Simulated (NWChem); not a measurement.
System: hydrogen isocyanide (CHN); SMILES [C-]#[NH+]

NWChem printed, in part:

```
             Northwest Computational Chemistry Package (NWChem) 7.3.0
             --------------------------------------------------------

                             Geometry "geometry" -> ""
                             -------------------------

 Output coordinates in angstroms (scale by  1.889725989 to convert to a.u.)

  No.       Tag          Charge          X              Y              Z
 ---- ---------------- ---------- -------------- -------------- --------------
    1 C                    6.0000     0.00000000     0.00000000     0.75534200
    2 N                    7.0000     0.00000000     0.00000000    -0.42883000
    3 H                    1.0000     0.00000000     0.00000000    -1.44129800

 Effective nuclear repulsion energy (a.u.)      23.8728069416

                                 NWChem DFT Module
                                 -----------------

 Summary of "ao basis" -> "ao basis" (spherical)
 ------------------------------------------------------------------------------
       Tag                 Description            Shells   Functions and Types
 ---------------- ------------------------------  ------  ---------------------
 C                          def2-svp                 6       14   3s2p1d
 N                          def2-svp                 6       14   3s2p1d
 H                          def2-svp                 3        5   2s1p

 in cosmo_initialize ...
 calling solv_data for solv:propanol

 solvent parameters
 solvname_short: propanol
 solvname_long:  1-propanol
 dielec:       20.5240
 dielecinf:     1.9182
 nonaqueous SMD model solvent descriptors
 dielec:       20.5240
 sola:          0.3700
 solb:          0.4800
 solc:          0.0000
 solg:         33.5700
 solh:          0.0000
 soln:          1.3850

          ---------------
          -cosmo- solvent
          ---------------
 Cosmo: York-Karplus, doi: 10.1021/jp992097l
 dielectric constant -eps-     =  20.52
 screen = (eps-1)/(eps    )    =   0.95128
 surface charge correction     = lagrangian

   van der Waals surface
 --------------------------

[...]

                                COSMO-SMD solvation results
                                ---------------------------

             internal energy in gas <Psi(g)|H|Psi(g)> =       -93.291863381235
         internal energy in solvent <Psi(s)|H|Psi(s)> =       -93.289479085382
                               delta internal energy  =         0.002384295854 (    1.50 kcal/mol)
   total free energy in solvent <Psi(s)|H+V/2|Psi(s)> =       -93.302785114321
 polarization energy contribution <Psi(s)|V/2|Psi(s)> =        -0.013306028939 (   -8.35 kcal/mol)
    total free energy in solvent including G(SMD-CDS) =       -93.295796257437
                       G(SMD-CDS) energy contribution =         0.006988856884 (    4.39 kcal/mol)
     1 M fixed-concentration free energy of solvation =        -0.003932876202 (   -2.47 kcal/mol)

                       DFT Final Molecular Orbital Analysis
                       ------------------------------------

 Vector    5  Occ=2.000000D+00  E=-4.445682D-01
              MO Center=  1.4D-10,  2.7D-10, -7.0D-02, r^2= 1.0D+00
   Bfn.  Coefficient  Atom+Function         Bfn.  Coefficient  Atom+Function
  ----- ------------  ---------------      ----- ------------  ---------------
    18      0.373422  2 N  px                19      0.341707  2 N  py
    21     -0.254848  2 N  px                 4     -0.252119  1 C  px
    22     -0.233204  2 N  py                 5     -0.230707  1 C  py
     7     -0.115812  1 C  px                 8     -0.105976  1 C  py
    13     -0.030170  1 C  d  1              11      0.027607  1 C  d -1

 Vector    6  Occ=2.000000D+00  E=-4.445682D-01
              MO Center=  2.5D-08, -2.8D-08, -7.0D-02, r^2= 1.0D+00
   Bfn.  Coefficient  Atom+Function         Bfn.  Coefficient  Atom+Function
  ----- ------------  ---------------      ----- ------------  ---------------
    19     -0.373422  2 N  py                18      0.341707  2 N  px
    22      0.254848  2 N  py                 5      0.252119  1 C  py
    21     -0.233204  2 N  px                 4     -0.230707  1 C  px
     8      0.115812  1 C  py                 7     -0.105976  1 C  px
    11     -0.030170  1 C  d -1              13     -0.027607  1 C  d  1

 Vector    7  Occ=2.000000D+00  E=-3.959364D-01
              MO Center= -6.6D-09,  6.9D-09,  1.1D+00, r^2= 9.6D-01
   Bfn.  Coefficient  Atom+Function         Bfn.  Coefficient  Atom+Function
  ----- ------------  ---------------      ----- ------------  ---------------
     3      0.498919  1 C  s                  6      0.431294  1 C  pz
     2      0.388974  1 C  s                  9      0.201253  1 C  pz
     1     -0.185608  1 C  s                 20      0.181870  2 N  pz
    16     -0.153672  2 N  s                 17     -0.115672  2 N  s
    29      0.096860  3 H  s                 15     -0.067484  2 N  s

 Vector    8  Occ=0.000000D+00  E= 6.037939D-02
              MO Center= -7.2D-10,  3.7D-10,  4.5D-01, r^2= 1.7D+00
   Bfn.  Coefficient  Atom+Function         Bfn.  Coefficient  Atom+Function
  ----- ------------  ---------------      ----- ------------  ---------------
     7      0.515029  1 C  px                 8      0.480481  1 C  py
    21     -0.406101  2 N  px                22     -0.378860  2 N  py
     4      0.357803  1 C  px                 5      0.333801  1 C  py
    18      0.274811  2 N  px                19      0.256376  2 N  py

[...]
```

Level: M06-2X/def2-SVP, SMD on the gas-phase geometry. The geometry was optimised at PBE-D3(BJ)/def2-SVP. Solvent: 1-propanol.

**Question.** Which NWChem input produces such a log?

**Answer.** Several could match; the one computed here: the input that was run:
```
start job
memory heap 200 mb stack 900 mb global 1100 mb
geometry units angstroms noautosym nocenter noautoz
  C      0.000000     0.000000     0.755342
  N      0.000000     0.000000    -0.428830
  H      0.000000     0.000000    -1.441298
end
basis spherical
  C library def2-svp
  N library def2-svp
  H library def2-svp
end
dft
  xc m06-2x
  iterations 150
end
cosmo
  do_cosmo_smd true
  solvent propanol
end
task dft energy
```
